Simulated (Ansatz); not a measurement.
`B1C=N1`, relaxed with RKS PBE0-D4/def2-TZVP in the Gaussian-basis code of Ansatz from a PBE-D4/def2-SVP geometry. The force threshold is 0.005 eV/Å; the program also tests the step.

Charge 0, multiplicity 1.

Start:

```xyz
5

B     0.016    0.177   -0.727
C     0.189   -0.224    0.662
N    -0.998    0.231    0.309
H     0.238    0.400   -1.885
H     0.556   -0.583    1.642
```

By how much does the energy fall, and how many steps does the optimiser take? (An estimate is asked.)

Ansatz gave: 2.92 kJ/mol, in 5 steps.

Which bonds change most? (Estimate.)

The calculation gave: C2–H5 from 1.106 to 1.086 Å; B1–H4 from 1.199 to 1.179 Å; B1–N3 from 1.450 to 1.431 Å; C2–N3 from 1.319 to 1.302 Å.

Give the relaxed structure. (Estimate.)

Computed: 
```xyz
5

B     0.014    0.176   -0.719
C     0.187   -0.222    0.654
N    -0.984    0.227    0.306
H     0.236    0.393   -1.856
H     0.547   -0.574    1.616
```
